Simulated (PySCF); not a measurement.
# SSi (silicon monosulfide): the cost of one run

The runs use PySCF 2.14.0, with density-fitted response routines of our own; the level of theory stands in each step. All values are computed, except where a source is named. Atoms are numbered from 0 throughout.

## 1. The starting structure

2 atoms, charge 0, multiplicity 1; geometry from: GFN2-xTB. The atoms were then displaced at random by about 0.03 Å, so the start is not that level's minimum.

Bonds of the start (Å): Si0–S1 2.08.

## 2. Geometry optimisation at PBE0-D3(BJ)/def2-SVP

The job: settings as JSON, then the geometry in Å.

```
{"job": {"xc": "PBE0", "basis": "def2-SVP", "d3": "d3bj", "grid": 1, "shake": 0.03, "kind": "geom"}, "charge": 0, "multiplicity": 1}
Si     1.064100    -0.084160     0.008910
S     -1.014380    -0.003550    -0.031130
```

Command:

```
$ OMP_NUM_THREADS=1 python probes_run.py task.json out
```

This one command runs all jobs of the session in turn.

Q: Estimate the wall time and peak memory of this first job on 1 thread of Intel Xeon Platinum 8259CL at 2.50GHz, shared host.

About 1.9 s, with a peak of 0.23 GiB.
